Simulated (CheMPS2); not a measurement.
# P2 (diphosphorus): DMRG/ANO-RCC-MB, part 2 of 2

CheMPS2 1.8.12. The steps go on from the part before.

## (3) The doublet cation: a single-point energy at DMRG/ANO-RCC-MB

File prepare.py:

```python
import numpy as np
from pyscf import ao2mo, cc, dft, gto, lo, mcscf, mp, scf
from pyscf.tools import fcidump

geom = """
P      0.000000     0.000000     0.000000
P      0.000000     0.000000     1.893400
"""
mol = gto.M(
    atom=geom,
    basis="ano-rcc-mb",
    charge=1,
    spin=1,
    verbose=3,
    max_memory=2000,
)
print("nao: %d" % (mol.nao))
mf = scf.ROHF(mol)
mf.conv_tol = 1e-10
mf.max_cycle = 200
mf.kernel()
if not mf.converged:
    mf = mf.newton().run(mf.mo_coeff, mf.mo_occ)
print(f"reference energy: {mf.e_tot:.10f}")
# MP2, CCSD and CCSD(T) with the same frozen core
ref = scf.UHF(mol).run(mf.make_rdm1(), conv_tol=1e-10)
pt = mp.MP2(ref, frozen=10).run()
mycc = cc.CCSD(ref, frozen=10)
mycc.max_cycle = 150
mycc.kernel()
print(f"MP2 total energy: {pt.e_tot:.10f}")
if mycc.converged:
    print(f"E(CCSD): {mycc.e_tot:.10f}")
    print(f"E(CCSD(T)): {mycc.e_tot + mycc.ccsd_t():.10f}")
# a few density functionals on the same geometry and basis
ks = dft.UKS(mol, xc="m062x").set(conv_tol=1e-9, verbose=3).run(mf.make_rdm1())
if ks.converged:
    print(f"E(M06-2X): {ks.e_tot:.8f}")
ks = dft.UKS(mol, xc="hse06").set(conv_tol=1e-9, verbose=3).run(mf.make_rdm1())
if ks.converged:
    print("E(HSE06): %.8f" % (ks.e_tot))
ks = dft.UKS(mol, xc="bhandhlyp").set(conv_tol=1e-9, verbose=3).run(mf.make_rdm1())
if ks.converged:
    print("E(BHLYP): %.8f" % (ks.e_tot))
ks = dft.UKS(mol, xc="r2scan").set(conv_tol=1e-9, verbose=3).run(mf.make_rdm1())
if ks.converged:
    print("E(r2SCAN): %.8f" % (ks.e_tot))
# split localisation
mo = mf.mo_coeff.copy()
for a, b in ((10, 14), (15, 18)):
    if b - a > 1:
        mo[:, a:b] = lo.PM(mol, mo[:, a:b]).kernel()
mf.mo_coeff = mo
# write the integrals of the correlated orbitals
cas = mcscf.CASCI(mf, 8, 9)
h1, ecore = cas.get_h1eff()
fcidump.from_integrals("FCIDUMP", h1, cas.get_h2eff(), 8, 9, nuc=ecore, ms=1)
# exact diagonalisation in the same space
ci = mcscf.CASCI(mf, 8, (5, 4))
ci.fix_spin_(ss=0.75)
ci.fcisolver.conv_tol = 1e-10
ci.fcisolver.max_cycle = 200
ci.kernel()
print("exact diagonalisation: %.10f" % (ci.e_tot))
```

File chemps2.input:

```
FCIDUMP = FCIDUMP
GROUP = 0
MULTIPLICITY = 2
NELECTRONS = 9
IRREP = 0
EXCITATION = 0
SWEEP_STATES = 75, 100, 100
SWEEP_ENERGY_CONV = 1e-04, 1e-04, 1e-06
SWEEP_MAX_SWEEPS = 3, 3, 6
SWEEP_NOISE_PREFAC = 0.05, 0.005, 0.0
SWEEP_DVDSON_RTOL = 3e-05, 3e-05, 3e-06
NOCC = 0
NACT = 8
NVIR = 0
MOLCAS_FIEDLER = TRUE
PRINT_CORR = FALSE
TMP_FOLDER = .
```

Launch:

```bash
$ python prepare.py && chemps2 --file=chemps2.input
```

Output:

```text
$ python prepare.py
nao: 18
converged SCF energy = -680.5565006681
reference energy: -680.5565006681
converged SCF energy = -680.56262478835  <S^2> = 0.77364885  2S+1 = 2.0235107
E(UMP2) = -680.668495803364  E_corr = -0.105871015014161
E(SCS-UMP2) = -680.666295100467  E_corr = -0.103670312117116
E(UCCSD) = -680.6742472978607  E_corr = -0.1116225095103728
MP2 total energy: -680.6684958034
E(CCSD): -680.6742472979
UCCSD(T) correction = -0.00196103207687295
E(CCSD(T)): -680.6762083299
converged SCF energy = -681.753489777865  <S^2> = 0.75560789  2S+1 = 2.0056
E(M06-2X): -681.75348978
converged SCF energy = -681.549287588191  <S^2> = 0.7552842  2S+1 = 2.0052772
E(HSE06): -681.54928759
converged SCF energy = -681.766741935763  <S^2> = 0.7585809  2S+1 = 2.0085626
E(BHLYP): -681.76674194
converged SCF energy = -681.724634867557  <S^2> = 0.75460412  2S+1 = 2.0045988
E(r2SCAN): -681.72463487

WARN: Initial orbitals are close to convergence. Adding a small perturbation.

WARN: Initial orbitals are close to convergence. Adding a small perturbation.

CASCI E = -680.678852402375  E(CI) = -19.3364104781291  S^2 = 0.7500000
exact diagonalisation: -680.6788524024

$ chemps2 --file=chemps2.input

Running chemps2 version 1.8.12 () with the following options:

   FCIDUMP            = FCIDUMP
   GROUP              = c1
   MULTIPLICITY       = 2
   NELECTRONS         = 9
   IRREP              = A
   EXCITATION         = 0
   SWEEP_STATES       = [ 75 ; 100 ; 100 ]
   SWEEP_ENERGY_CONV  = [ 0.0001 ; 0.0001 ; 1e-06 ]
   SWEEP_MAX_SWEEPS   = [ 3 ; 3 ; 6 ]
   SWEEP_NOISE_PREFAC = [ 0.05 ; 0.005 ; 0 ]
   SWEEP_DVDSON_RTOL  = [ 3e-05 ; 3e-05 ; 3e-06 ]
   NOCC               = [ 0 ]
   NACT               = [ 8 ]
   NVIR               = [ 0 ]
   MOLCAS_2RDM        =
   MOLCAS_3RDM        =
   MOLCAS_F4RDM       =
   MOLCAS_FOCK        =
   MOLCAS_FIEDLER     = TRUE
   MOLCAS_MPS         = FALSE
   MOLCAS_STATE_AVG   = FALSE
   PRINT_CORR         = FALSE
   TMP_FOLDER         = .

CheMPS2::Hamiltonian : Reading FCIDUMP file FCIDUMP
CheMPS2::Hamiltonian : Finished reading FCIDUMP file FCIDUMP
   EdmistonRuedenberg::FiedlerGlobal : Cost function at start = 29.685836201115
   EdmistonRuedenberg::FiedlerGlobal : Cost function at end   = 17.2926707743657
   EdmistonRuedenberg::FiedlerGlobal : Reordering = [ 3, 5, 4, 7, 1, 0, 6, 2 ].

   CheMPS2: a spin-adapted implementation of DMRG for ab initio quantum chemistry

   Stats: nIt(DAVIDSON) = 18
Energy at sites (6, 7) is -679.494875720221
   Stats: nIt(DAVIDSON) = 22
Energy at sites (5, 6) is -680.087733331102
   Stats: nIt(DAVIDSON) = 41
Energy at sites (4, 5) is -680.539495049394
   Stats: nIt(DAVIDSON) = 36
Energy at sites (3, 4) is -680.678852402065
   Stats: nIt(DAVIDSON) = 2
Energy at sites (2, 3) is -680.678852261939
   Stats: nIt(DAVIDSON) = 1
Energy at sites (1, 2) is -680.678852261939
******************************************************************
***  Information on left sweep 0 of instruction 0:
***     Elapsed wall time        = 1.23352 seconds
***     Minimum energy           = -680.678852402065
***     Maximum discarded weight = 0
******************************************************************
   Stats: nIt(DAVIDSON) = 1
Energy at sites (0, 1) is -680.678852261939
   Stats: nIt(DAVIDSON) = 1
Energy at sites (1, 2) is -680.678852261939
   Stats: nIt(DAVIDSON) = 1
Energy at sites (2, 3) is -680.678852261939
   Stats: nIt(DAVIDSON) = 4
Energy at sites (3, 4) is -680.678852402167
   Stats: nIt(DAVIDSON) = 2
Energy at sites (4, 5) is -680.678852345686
   Stats: nIt(DAVIDSON) = 1
Energy at sites (5, 6) is -680.678852345686
******************************************************************
***  Information on right sweep 0 of instruction 0:
***     Elapsed wall time        = 0.124201 seconds
***     Minimum energy           = -680.678852402167
***     Maximum discarded weight = 3.73314505639555e-08
***     Energy difference with respect to previous leftright sweep = 680.678852345686
******************************************************************
[... 6 site updates ...]
******************************************************************
***  Information on left sweep 1 of instruction 0:
***     Elapsed wall time        = 0.096872 seconds
***     Minimum energy           = -680.678852402274
***     Maximum discarded weight = 3.60284805629796e-08
******************************************************************
[... 6 site updates ...]
******************************************************************
***  Information on right sweep 1 of instruction 0:
***     Elapsed wall time        = 0.108609 seconds
***     Minimum energy           = -680.678852402196
***     Maximum discarded weight = 3.57530982523945e-08
***     Energy difference with respect to previous leftright sweep = 2.26691554416902e-10
******************************************************************
***  Information on completed instruction 0:
***     The reduced virtual dimension DSU(2)               = 75
***     The total number of reduced MPS variables          = 3210
***     Minimum energy encountered during all instructions = -680.678852402274
***     Minimum energy encountered during the last sweep   = -680.678852402196
***     Maximum discarded weight during the last sweep     = 3.57530982523945e-08
******************************************************************
[... 6 site updates ...]
******************************************************************
***  Information on left sweep 0 of instruction 1:
***     Elapsed wall time        = 0.100011 seconds
***     Minimum energy           = -680.678852402268
***     Maximum discarded weight = 2.9619362682066e-10
******************************************************************
[... 6 site updates ...]
******************************************************************
***  Information on right sweep 0 of instruction 1:
***     Elapsed wall time        = 0.085946 seconds
***     Minimum energy           = -680.678852402377
***     Maximum discarded weight = 2.3588810981678e-10
***     Energy difference with respect to previous leftright sweep = 5.58834472030867e-08
******************************************************************
***  Information on completed instruction 1:
***     The reduced virtual dimension DSU(2)               = 100
***     The total number of reduced MPS variables          = 4120
***     Minimum energy encountered during all instructions = -680.678852402377
***     Minimum energy encountered during the last sweep   = -680.678852402377
***     Maximum discarded weight during the last sweep     = 2.3588810981678e-10
******************************************************************
[... 6 site updates ...]
******************************************************************
***  Information on left sweep 0 of instruction 2:
***     Elapsed wall time        = 0.127889 seconds
***     Minimum energy           = -680.678852402435
***     Maximum discarded weight = 3.11434283517908e-10
******************************************************************
[... 6 site updates ...]
******************************************************************
***  Information on right sweep 0 of instruction 2:
***     Elapsed wall time        = 0.113277 seconds
***     Minimum energy           = -680.678852402435
***     Maximum discarded weight = 3.11657686251251e-10
***     Energy difference with respect to previous leftright sweep = 3.55839802068658e-11
******************************************************************
***  Information on completed instruction 2:
***     The reduced virtual dimension DSU(2)               = 100
***     The total number of reduced MPS variables          = 4120
***     Minimum energy encountered during all instructions = -680.678852402435
***     Minimum energy encountered during the last sweep   = -680.678852402435
***     Maximum discarded weight during the last sweep     = 3.11657686251251e-10
******************************************************************
```

Run time: 10 s. Hardware: 1 thread of Arm Neoverse V1, shared host; peak memory 0.17 GiB.

## (4) Outcome

This closing draws on all 2 parts.

Level: DMRG/ANO-RCC-MB, 10 core orbitals frozen.

| quantity | value |
| --- | --- |
| run 1, DMRG/ANO-RCC-MB: total energy | -681.06488 Eh |
| run 1, DMRG/ANO-RCC-MB: T1 diagnostic of the CCSD step | 0.005 |
| doublet cation: total energy | -680.67885 Eh |
| vertical ionisation energy (to the doublet cation) | 10.504 eV |

**Reading.** The vertical ionisation energy comes to 10.50 eV (242 kcal/mol). The measured vertical value is 10.62 eV (NIST CCCBDB): this level is 0.12 eV (1.1 %) too low. In a minimal basis such a difference can be off by several eV, whatever the method. The basis (run 1, DMRG/ANO-RCC-MB) was made for a relativistic Hamiltonian, but the run is non-relativistic. The basis (doublet cation) was made for a relativistic Hamiltonian, but the run is non-relativistic.
